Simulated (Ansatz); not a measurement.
# Diamond

The numbers are results of LDA (Ansatz, a quantum-chemistry and plane-wave program, PAW), not measurements.

Numerical settings: plane-wave cutoff 520 eV, 16×16×16 k mesh, scalar-relativistic PAW data made under PBE.

Cell (relaxed at this level):

```xyz
2
Lattice="0.0000 1.7659 1.7659 1.7659 0.0000 1.7659 1.7659 1.7659 0.0000" Properties=species:S:1:pos:R:3 pbc="T T T"
C      1.7659     1.7659     1.7659
C      2.6489     2.6489     2.6489
```

```json
{
 "elastic constant C11": "1105 GPa",
 "elastic constant C12": "149 GPa",
 "elastic constant C44": "594 GPa",
 "Voigt–Reuss–Hill bulk modulus": "468 GPa",
 "Voigt–Reuss–Hill shear modulus (Hill average)": "544 GPa",
 "young_modulus": "1177 GPa",
 "poisson_ratio": "0.081"
}
```

Measured, for comparison: elastic constant C11 1081 GPa, elastic constant C12 125 GPa, elastic constant C44 579 GPa (low temperature, zero-point motion not removed; as tabulated in Tanner et al. (2021), arXiv:2110.11888). Computed (rounded) less measured: elastic constant C11 +2 %, elastic constant C12 +19 %, elastic constant C44 +3 %.

Elastic constants are with the ions relaxed.

Computed values are for the static lattice.

The result took roughly 70 core-seconds.
